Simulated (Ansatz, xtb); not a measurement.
This triplet is an excited state, 2.98 eV above the relaxed singlet at the level composite: frozen-core CCSD(T) with HF/cc-pVQZ and the correlation energy extrapolated as X^-3 from cc-pVTZ and cc-pVQZ, plus CCSDT(Q) minus CCSD(T) in cc-pVDZ // B3LYP-D3(BJ)/def2-TZVP (Ansatz, a first-principles code).

Species: C2H4, SMILES `C=C` (excited triplet) (charge 0, multiplicity 3).

### Question
Give a relaxed geometry from GFN2-xTB run with xtb 6.7.1.

### Answer
the end point of this relaxation (outside a Z-matrix the atoms follow the SMILES, hydrogens last).
Z-matrix (Å, degrees):
```
C
H 1 1.0804
H 1 1.0805 2 116.02
C 1 1.4173 2 121.99 3 179.97
H 4 1.0805 1 121.98 2 90.00
H 4 1.0805 5 116.02 1 179.97
```
